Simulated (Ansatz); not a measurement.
`N=C=CCF` → `[CH]F` + `C=C=N` at 600 K and 1 bar (formal loss of a carbene).

Computed with Ansatz on PBE0-D4/def2-TZVP structures; ΔE is electronic, products minus reactants. CBS: MP2 limit from def2 TZ/QZ plus the TZ coupled-cluster correction, frozen cores. This one scheme is used for every species. Each species was taken in one conformer, which may not be the lowest.

```tsv
species	CCSD(T)/CBS energy (Eh)	H − E (kJ/mol)	S (J/(mol·K))
`N=C=CCF`	-270.98869	221.9	384.6
`[CH]F`	-138.29972	54.0	249.2
`C=C=N`	-132.55079	148.0	296.9
```

H − E and S are ideal-gas, rigid-rotor, harmonic terms from PBE0-D4/def2-TZVP, for one conformer and one mirror image of each species. 1 Eh = 2625.50 kJ/mol, R = 8.31446 J/(mol·K).

Q: By hand: ΔE, ΔH, ΔS and ΔG.

A: ΔE = (-138.29972) + (-132.55079) − (-270.98869) = 0.13818 Eh = 362.8 kJ/mol. Δ(H − E) = 54.0 + 148.0 − 221.9 = -19.9, so ΔH = 342.9 kJ/mol. ΔS = 249.2 + 296.9 − 384.6 = 161.5 J/(mol·K). ΔG = 342.9 − 600 × (161.5)/1000 = 246.0 kJ/mol.

Q: By hand: the equilibrium constant, and the temperature at which ΔG would vanish if ΔH and ΔS stayed fixed.

A: log₁₀ K = −ΔG/(RT ln 10) = -21.4. ΔG = 0 at ΔH/ΔS = 2123 K.

The number of gas molecules changes by +1, which sets the sign of ΔS. A doubt of 5 kJ/mol in ΔE shifts log₁₀ K by 0.4 here. Other conformers and mirror images would add mixing entropy, several J/(mol·K) or more a flexible species. These are equilibria of isolated gas molecules and say nothing of rates. Largest T1 diagnostic: 0.018 (customary marks: 0.02 for closed shells, 0.045 for open ones).
